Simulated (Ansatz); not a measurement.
## hcp Ru

The numbers are results of r²SCAN (Ansatz, an electronic-structure program, PAW), not measurements.

Numerical settings: plane-wave cutoff 500 eV, 20×14×1 k mesh (along the axes of the cell as run), Fermi–Dirac smearing 0.1 eV, scalar-relativistic PAW data made under PBE.

Cell: relaxed at this level.

- surface energy of the (10-10) face = 3.89 J/m²
- work function of the (10-10) face = 4.19 eV

The slab of 12 atoms is relaxed and unreconstructed.

Computed values are for the static lattice.
